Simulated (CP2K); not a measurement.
# PM6 run of C2F3N (SMILES N#CC(F)(F)F)

Aim: the energy change on altering one bond length of C2F3N at PM6, from 2 runs. 

Program for the calculation: CP2K 2026.2.

2 further runs of the same task are left out: 2 that didn't finish.

**1. The structure to begin with**

C2F3N has 6 atoms, charge 0, and is taken as a singlet. As SMILES, `N#CC(F)(F)F`. Geometry: relaxed at PBE0-D4/def2-TZVP.

Bond lengths: N1–C2 1.146 Å, C2–C3 1.481 Å, C3–F4 1.326 Å, C3–F5 1.326 Å, C3–F6 1.326 Å. Angles: N1–C2–C3 180.0°, C2–C3–F4 110.1°, C2–C3–F5 110.1°, C2–C3–F6 110.1°, F4–C3–F5 108.8°, F4–C3–F6 108.8°, F5–C3–F6 108.8°.

**2. A single-point energy at PM6**

molecule.inp

```
&GLOBAL
  PROJECT_NAME molecule
  RUN_TYPE ENERGY
  PRINT_LEVEL MEDIUM
&END

&FORCE_EVAL
  METHOD Quickstep
  &DFT
    CHARGE 0
    MULTIPLICITY 1
    &QS
      METHOD PM6
      EPS_DEFAULT 1.0E-10
      &SE
        &COULOMB
          CUTOFF [angstrom] 50
          RC_RANGE [angstrom] 0
        &END
        &EXCHANGE
          CUTOFF [angstrom] 50
          RC_RANGE [angstrom] 0
        &END
      &END
    &END
    &POISSON
      PERIODIC NONE
      POISSON_SOLVER ANALYTIC
    &END
    &SCF
      SCF_GUESS ATOMIC
      EPS_SCF 1.0E-06
      MAX_SCF 100
      ADDED_MOS 4
      &DIAGONALIZATION
        ALGORITHM STANDARD
      &END
      &MIXING
        METHOD DIRECT_P_MIXING
        ALPHA 0.4
      &END
    &END
    &PRINT
      &MOMENTS
        PERIODIC F
        REFERENCE COM
        MAX_MOMENT 1
      &END
      &MO ON
        ENERGIES T
        OCCUPATION_NUMBERS T
        NDIGITS 6
        &EACH
          QS_SCF 0
        &END
        ADD_LAST NUMERIC
      &END
      &HIRSHFELD OFF
      &END
    &END
  &END
  &SUBSYS
    &CELL
      ABC [angstrom] 12.3 12.9 12
      PERIODIC NONE
    &END
    &COORD
      SCALED T
      N    0.59504472   0.38605039   0.58270833
      C    0.55147561   0.45539147   0.54306667
      C    0.49516667   0.54501938   0.49181667
      F    0.40495528   0.51390310   0.44139167
      F    0.55922358   0.59008915   0.41729167
      F    0.46924797   0.61394961   0.56938333
    &END
  &END
&END
```

Started as:

```
OMP_NUM_THREADS=1 cp2k.psmp -i molecule.inp > molecule.out 2>&1
```

The log of the run:

```text
CP2K| version string:                                       CP2K version 2026.2
[...]
 GLOBAL| Method name                                                        CP2K
[...]
 GLOBAL| Run type                                                         ENERGY
[...]
                             - Atoms:                                          6
[...]
                             - Spherical basis functions:                     24
[...]
 Number of electrons:                                                         34
[...]
     1 P_Mix/Diag. 0.40E+00    0.0     0.70803794       -61.7889653301 -6.18E+01
[...]
    17 DIIS/Diag.  0.21E-06    0.0     0.00000047       -67.5149906452 -5.88E-12
  *** SCF run converged in    17 steps ***
  Core-core repulsion energy [eV]:                           2912.32680405333576
  Core Hamiltonian energy [eV]:                             -3039.07931420082923
  Two-electron integral energy [eV]:                        -3420.84763274208535
  Electronic energy [eV]:                                   -4749.50313057187122
  Total energy [eV]:                                        -1837.17632651853614
  Atomic reference energy [eV]:                              1832.00592585603408
  Heat of formation [kcal/mol]:                              -119.23228123446225
[...]
 SE_DIPOLE| Moment [Debye]          0.44748349      -0.74690389       0.39747928
 SE_DIPOLE| Derivative [a.u.]       0.00000000       0.00000000       0.00000000
 ENERGY| Total FORCE_EVAL ( QS ) energy [hartree]            -67.514990645207035
[...]
```

Wall time 0.91 s (1 thread of Intel Xeon 6975P-C (Granite Rapids), shared host); peak memory 0.23 GiB.

**3. The distorted shape**

job.inp

```
&GLOBAL
   PROJECT_NAME job
   RUN_TYPE ENERGY
   PRINT_LEVEL MEDIUM
&END GLOBAL
&FORCE_EVAL
   METHOD QUICKSTEP
   &DFT
      &QS
         METHOD PM6
         EPS_DEFAULT 1.0E-10
         &SE
            &COULOMB
               CUTOFF [angstrom] 50
               RC_RANGE [angstrom] 0
            &END COULOMB
            &EXCHANGE
               CUTOFF [angstrom] 50
               RC_RANGE [angstrom] 0
            &END EXCHANGE
         &END SE
      &END QS
      &POISSON
         PERIODIC NONE
         POISSON_SOLVER ANALYTIC
      &END POISSON
      &SCF
         SCF_GUESS ATOMIC
         EPS_SCF 1.0E-06
         MAX_SCF 100
         ADDED_MOS 4
         &DIAGONALIZATION
            ALGORITHM STANDARD
         &END DIAGONALIZATION
         &MIXING
            METHOD DIRECT_P_MIXING
            ALPHA 0.4
         &END MIXING
      &END SCF
      &PRINT
         &MOMENTS
            PERIODIC F
            REFERENCE COM
            MAX_MOMENT 1
         &END MOMENTS
         &MO ON
            ENERGIES T
            OCCUPATION_NUMBERS T
            NDIGITS 6
            &EACH
               QS_SCF 0
            &END EACH
            ADD_LAST NUMERIC
         &END MO
         &HIRSHFELD OFF
         &END HIRSHFELD
      &END PRINT
   &END DFT
   &SUBSYS
      &CELL
         ABC 12.5 13.1 12.7
         PERIODIC NONE
      &END CELL
      &COORD
         SCALED T
         N    0.58593544   0.38178565   0.60631630
         C    0.54306344   0.45006809   0.56885961
         C    0.48765544   0.53832763   0.52043441
         F    0.39888744   0.50768641   0.47278874
         F    0.60111256   0.61821435   0.39368370
         F    0.46215144   0.60620550   0.59372575
      &END COORD
   &END SUBSYS
&END FORCE_EVAL
```

Started as:

```
OMP_NUM_THREADS=1 cp2k.psmp -i job.inp -o job.out
```

The log of the run:

```text
CP2K| version string:                                       CP2K version 2026.2
[...]
 GLOBAL| Method name                                                        CP2K
[...]
 GLOBAL| Run type                                                         ENERGY
[...]
                             - Atoms:                                          6
[...]
                             - Spherical basis functions:                     24
[...]
 Number of electrons:                                                         34
[...]
     1 P_Mix/Diag. 0.40E+00    0.0     0.71063731       -62.0427390554 -6.20E+01
[...]
    30 DIIS/Diag.  0.46E-06    0.0     0.00000084       -67.3241042968  2.32E-12
  *** SCF run converged in    30 steps ***
  Core-core repulsion energy [eV]:                           2613.51553152503539
  Core Hamiltonian energy [eV]:                             -3032.55514057928121
  Two-electron integral energy [eV]:                        -2825.88487152933203
  Electronic energy [eV]:                                   -4445.49757634394700
  Total energy [eV]:                                        -1831.98204481891162
  Atomic reference energy [eV]:                              1832.00592585603408
  Heat of formation [kcal/mol]:                                 0.55070984246740
[...]
 SE_DIPOLE| Moment [Debye]          1.93040750       0.56994895      -1.47266838
 SE_DIPOLE| Derivative [a.u.]       0.00000000       0.00000000       0.00000000
 ENERGY| Total FORCE_EVAL ( QS ) energy [hartree]            -67.324104296794701
[...]
```

It took 0.92 s on 1 thread of Intel Xeon 6975P-C (Granite Rapids), shared host; peak memory 0.23 GiB.

**4. Results**

At PM6:

| quantity | value |
| --- | --- |
| first shape: total energy | -67.51499 Eh |
| first shape: dipole moment | 0.96 D |
| first shape: HOMO energy | -13.60 eV |
| first shape: LUMO energy | -0.13 eV |
| first shape: HOMO–LUMO gap | 13.47 eV |
| first shape: heat of formation | -119.2 kcal/mol |
| distorted shape: total energy | -67.32410 Eh |
| distorted shape: dipole moment | 2.49 D |
| distorted shape: HOMO energy | -11.03 eV |
| distorted shape: LUMO energy | -4.05 eV |
| distorted shape: HOMO–LUMO gap | 6.98 eV |
| distorted shape: heat of formation | 0.6 kcal/mol |
| energy change with the C3–F5 bond stretched from 1.326 to 2.387 Å | 5.194 eV |

In words: One bond (distorted shape) is far stretched, which a spin-restricted single reference describes badly. With the C3–F5 bond stretched from 1.326 to 2.387 Å the energy rises by 5.19 eV (501 kJ/mol). The first shape isn't relaxed at this level, so the change isn't measured from a minimum. A restricted reference can't describe the breaking bond well at this length.
